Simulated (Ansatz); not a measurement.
We consider fcc Ni, described by HSE06 in Ansatz (PAW).

Settings: plane-wave cutoff 460 eV, 16×16×16 k mesh, Fermi–Dirac smearing 0.05 eV, spin-polarised with parallel moments, scalar-relativistic PAW data made under PBE.

Cell (relaxed at this level):

```
CELL_PARAMETERS angstrom
      0.00000     1.75531     1.75531
      1.75531     0.00000     1.75531
      1.75531     1.75531     0.00000
ATOMIC_POSITIONS crystal
  Ni 0.00000 0.00000 0.00000
```
Starting moments (μB, in the order of the record's atoms Ni): 0.8.

**Question.** Estimate the bulk modulus and magnetic moment per atom (the cell's total over its atoms) that the calculation returns.

**Answer.** 
- bulk modulus: 180 GPa
- magnetic moment per atom (the cell's total over its atoms): 0.92 μB

Measured, for comparison: bulk modulus 192 GPa (0 K value with the zero-point phonon effect removed, our sources range from 186 to 195; as tabulated in Mejia-Rodriguez and Trickey (2018), arXiv:1807.09216). Computed (rounded) less measured: bulk modulus -6 % (-3 % to -8 % over the range).

Moments are spin moments.

The computed numbers hold no vibrational or temperature effects.

Ansatz is a quantum-chemistry and plane-wave program.
